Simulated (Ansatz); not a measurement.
Cost and result for the atomization energy of C3H5 (`[CH2]C=C`) radical (8 atoms, 7 bonds).

Charge 0, multiplicity 2. All single points use the PBE0-D4/def2-TZVP geometry. Program: Ansatz. All runs use 2 threads of a server CPU on a shared host. Times are those of one run each, without the atoms' runs, and a repeat can differ threefold. Electronic energies, without spin–orbit coupling; frozen cores. CCSD(T)/CBS adds CCSD(T) − MP2 in def2-TZVPP to the MP2 limit, and its time is that of the two runs behind it. T1 = 0.028; ⟨S²⟩ of the reference is 0.95.

CCSD(T)/CBS is a level of theory with its own doubt, some kJ/mol a heavy atom from the limit and from the frozen cores, so smaller differences don't rank the functionals.

```tsv
level	functions	wall time	atomization (kcal/mol)	difference from CCSD(T)/CBS	per bond
BLYP-D4/def2-TZVPP	163	2.2 s	769.6	5.5	0.8
revPBE-D4/def2-TZVPP	163	2.2 s	769.9	5.8	0.8
PBE-D4/def2-TZVPP (with forces)	163	2.4 s	786.7	22.6	3.2
BHLYP-D4/def2-TZVPP	163	2.7 s	752.6	-11.5	-1.6
CCSD(T)/def2-SVP	67	3.1 s	737.0	-27.1	-3.9
PBE-QIDH/def2-TZVPP	163	4.2 s	765.4	1.3	0.2
r2SCAN-D4/def2-TZVPP (with forces)	163	4.9 s	774.0	9.9	1.4
r2SCANh-D4/def2-TZVPP	163	4.9 s	770.5	6.4	0.9
ωB97X-V/def2-TZVPP	163	7 s	765.7	1.6	0.2
ωB97M-V/def2-TZVPP (with forces)	163	9 s	767.8	3.7	0.5
MP2/def2-QZVPP	321	13 s	759.5	-4.6	-0.7
CCSD(T)/def2-TZVPP	163	72 s	748.1	-16.0	-2.3
CCSD(T)/CBS(def2)	–	85 s	764.1	0.0	0.0
```

From r2SCAN to r2SCAN0 (25 % exact exchange), in def2-TZVPP and without D4, the atomization energy moves by −8.5 kcal/mol: exact exchange takes away binding that semilocal exchange gives to molecules. In def2-TZVPP, CCSD(T) changes the Hartree–Fock value by +159.3 kcal/mol (the triples alone add +9.2 kcal/mol) and MP2 by +161.3 kcal/mol; breaking electron pairs costs correlation energy, which Hartree–Fock lacks. At CCSD(T), def2-SVP lies −27.1 kcal/mol from the extrapolated value and def2-TZVPP −15.9 kcal/mol: correlation converges slowly with the basis, and small sets miss more of it in the bonded molecule than in its fragments.
